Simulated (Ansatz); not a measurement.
in.yaml

```yaml
crystal:
  periodic: [false, false, false]
  atoms:
    - {symbol: Sb, position_ang: [0.000000, -0.005571, 0.000000]}
    - {symbol: H, position_ang: [0.000000, 0.336502, -1.673931]}
    - {symbol: H, position_ang: [0.000000, 0.336528, 1.673926]}
basis:
  gaussian: {orbitals: def2-SVP}
total_charge: 1
magnetization: {spin_polarized: false}
correlation: {method: bccd_t, electrons: outside_noble_gas}
```

```sh
$ ansatz run in.yaml --threads 1 --pin off --events-out ev --progress --plain --max-ram 2393MiB
```

Output:

```
436 factors; integrals over basis functions are off by at most 4.7e-4 eV
mean field evaluation 1: about -6530.4344 eV, gradient 7.5e0 eV
mean field evaluation 2: about -6530.4362 eV, gradient 7.5e0 eV
mean field evaluation 4: about -6530.6698 eV, gradient 3.7e-1 eV
mean field evaluation 8: about -6530.6707 eV, gradient 2.0e-3 eV
mean field evaluation 16: about -6530.6692 eV, gradient 3.6e-1 eV
mean field evaluation 32: about -6529.3158 eV, gradient 1.1e-3 eV
mean field -6530.67067455 eV, -239.9977206420 hartree, gradient 2.1e-6 eV, S^2 0.000000; 3 other end points of the search recorded, 0 dependent functions left out; unrestricted orbitals would lower it
determinant -6530.67067455 eV, -239.9977206420 hartree, with singles and doubles -6533.73342463 eV, -240.1102746316 hartree
determinant -6529.31579737 eV, -239.9479298242 hartree, with singles and doubles -6532.44833788 eV, -240.0630485645 hartree
9 core orbitals not correlated: weight in the atoms' cores, before any rotation towards them, 0.999 or more for the frozen orbitals, at most 0.000 for the correlated occupied ones
reference -6530.67067455 eV, -239.9977206420 hartree; 3, 3 occupied and 24, 24 virtual orbitals, 436 factors
second order -2.24669247 eV of doubles, -0.00000000 eV of singles
cycle   1  -3.06293050 eV  change   -1.8e-4 eV  update   4.5e-3
cycle   2  -3.06096684 eV  change    2.0e-3 eV  update   1.4e-3
cycle   3  -3.06002443 eV  change    9.4e-4 eV  update   1.0e-3
cycle   4  -3.06020825 eV  change   -1.8e-4 eV  update   6.2e-4
cycle   5  -3.06059410 eV  change   -3.9e-4 eV  update   2.8e-4
cycle   6  -3.06081671 eV  change   -2.2e-4 eV  update   1.1e-4
cycle   7  -3.06093730 eV  change   -1.2e-4 eV  update   5.0e-5
cycle   8  -3.06096628 eV  change   -2.9e-5 eV  update   2.6e-5
cycle   9  -3.06096278 eV  change    3.5e-6 eV  update   1.2e-5
cycle  10  -3.06096422 eV  change   -1.4e-6 eV  update   3.9e-6
perturbative correction -0.08601038 eV, -0.0031608231 hartree
Total energy: -6533.81764914 eV, -240.1133698253 hartree
```

For the same geometry and basis full CI lies 39.0 meV lower.

Ran on 1 thread of Intel Xeon, shared host: 4 s wall, 0.09 GiB peak host memory.
